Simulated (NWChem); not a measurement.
System: hydrogen fluoride (HF); SMILES F

```xyz
2

F      0.0000     0.0000     0.0944
H      0.0000     0.0000    -0.8404
```
Atoms are numbered in this order, from 1.

All runs use the structure optimised with B3LYP/6-31G* (spherical d).

 Unshifted, non-relativistic core excitations; the lowest 4 roots alone, so stronger bands may lie above.

**Question.** List the first F K-edge excitations from PBE/6-311G** (spherical d), restricted-window TDA (NWChem).

**Answer.** 
| state | energy (eV) | dipole oscillator strength | leading excitation (squared amplitude) |
|---|---|---|---|
| S1 | 659.3 | 0.0122 | 1s of atom 1 or its equivalents → LUMO (1.00) |
| S2 | 668.3 | 0.0193 | 1s of atom 1 or its equivalents → LUMO+1 (1.00) |
| S3 | 684.0 | 0.0684 | 1s of atom 1 or its equivalents → LUMO+2 (1.00) |
| S4 | 684.0 | 0.0684 | 1s of atom 1 or its equivalents → LUMO+3 (1.00) |
